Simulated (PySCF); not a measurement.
Stretching SiH

Set-up: Si def2-SVPD, H def2-SVPD; no relativity (PySCF 2.14). Energies in eV from Si + H in their ground configurations at the same level. State: ²Π (doublet), unpaired electrons π ↑.

```csv
R (Å),UHF-CCSD,r²SCAN
1.324,,-2.632
1.386,-2.754,-2.884
1.448,-2.891,-3.028
1.494,-2.939,-3.081
1.540,-2.949,-3.096
1.586,-2.928,-3.080
1.648,-2.862,-3.021
1.725,-2.735,-2.901
1.817,-2.539,-2.711
1.940,,-2.412
```

Put a parabola through the three lowest points of the UHF-CCSD curve and estimate Re, k and ωe (reduced mass 0.9728 u; 1 eV/Å² = 0.16022 mdyn/Å; ωe = 1302.8·√(k/μ) cm⁻¹).

Through R = 1.494, 1.54, 1.586 Å the second-order coefficient is 7.33 eV/Å², so Re ≈ 1.532 Å, k ≈ 2.35 mdyn/Å and ωe ≈ 2024 cm⁻¹. A polynomial fit of higher order to the unrounded UHF-CCSD energies gives Re = 1.530 Å, k = 2.41 mdyn/Å, ωe = 2051 cm⁻¹; anharmonicity and rounding make the difference.

The higher-order fit for each curve: UHF-CCSD: Re = 1.530 Å, ωe = 2051 cm⁻¹, De = 2.95 eV; r²SCAN: Re = 1.538 Å, ωe = 2017 cm⁻¹, De = 3.10 eV.

Correlated steps freeze 5 core orbitals. Correlated levels converge slowly with the basis: in double zeta they bind strong bonds too weakly, by up to about 1 eV, and carry superposition errors of some tenths. The state was picked by a PBE0 search and need not be the measured ground state.
